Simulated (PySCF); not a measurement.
# HS− (hydrosulfide): wB97X-V/6-31G(d) (spherical functions)

What is the energy change on altering one bond length of HS− (hydrosulfide) at wB97X-V/6-31G* (spherical functions)? The job is set up through a Python script.

The calculation is run with PySCF 2.14.0.

9 further runs of the same task are left out: 9 set aside as unsound or not needed.

### Step 1. The molecule

HS− has 2 atoms, charge -1, and is taken as a singlet. SMILES: `[SH-]`. The shape is that of a PBE0-D4/def2-TZVPD optimisation.

Bond lengths: S1–H2 1.346 Å.

### Step 2. A single-point energy at wB97X-V/6-31G(d) (spherical functions)

Input file run.py:

```python
# [SH-]
from pyscf import gto, dft

mol = gto.M(
    atom='''
S        0.574700      -0.187900       0.295500
H       -0.574700       0.187900      -0.295500
''',
    verbose=3,
    basis='6-31g*',
    charge=-1,
    max_memory=1860,
)

mf = dft.RKS(mol)
mf.xc = 'wb97x-v'
mf.grids.level = 5
mf.conv_tol = 1e-10
mf.nlcgrids.level = 1
mf.kernel()
if not mf.converged:
    mf = mf.newton().run(mf.mo_coeff, mf.mo_occ)

e_tot = mf.e_tot
print('E = %.10f Eh' % e_tot)
```

Command:

```console
$ OMP_NUM_THREADS=1 python run.py
```

What it wrote:

```text
converged SCF energy = -398.721546030437
E = -398.7215460304 Eh
```

Run time: 4.2 s. Hardware: 1 thread of Arm Neoverse V1, shared host; peak memory 0.17 GiB.

### Step 3. The distorted shape at the same level

Input file run.py:

```python
from pyscf import gto, dft

mol = gto.Mole()
mol.atom = 'S 1.149442 -0.375814 0.591022; H -0.574700 0.187900 -0.295500'
mol.basis = '6-31g*'
mol.spin = 0
mol.charge = -1
mol.max_memory = 1860
mol.verbose = 3
mol.build()

myscf = dft.RKS(mol)
myscf.xc = 'wb97x-v'
myscf.conv_tol = 1e-10
myscf.grids.level = 5
myscf.nlcgrids.level = 1
myscf.kernel()
if not myscf.converged:
    myscf = myscf.newton().run(myscf.mo_coeff, myscf.mo_occ)

e_tot = myscf.e_tot
print(f'total energy: {e_tot:.8f} hartree')
```

Command:

```console
$ OMP_NUM_THREADS=1 python run.py
```

What it wrote:

```text
converged SCF energy = -398.645698810181
total energy: -398.64569881 hartree
```

It took 4.8 s on 1 thread of Arm Neoverse V1, shared host; peak memory 0.17 GiB.

### Step 4. Outcome

At wB97X-V/6-31G* (spherical functions):

```
                                                              quantity          value
                                             first shape: total energy  -398.72155 Eh
                                              first shape: HOMO energy       -1.42 eV
                                              first shape: LUMO energy       11.06 eV
    first shape: HOMO–LUMO gap (to an unbound level, set by the basis)       12.48 eV
                                         distorted shape: total energy  -398.64570 Eh
                                          distorted shape: HOMO energy       -1.91 eV
                                          distorted shape: LUMO energy        6.66 eV
distorted shape: HOMO–LUMO gap (to an unbound level, set by the basis)        8.57 eV
     energy change with the S1–H2 bond stretched from 1.346 to 2.019 Å       2.064 eV
```

With the S1–H2 bond stretched from 1.346 to 2.019 Å the energy rises by 2.06 eV (48 kcal/mol). The first shape isn't relaxed at this level, so the change isn't measured from a minimum.
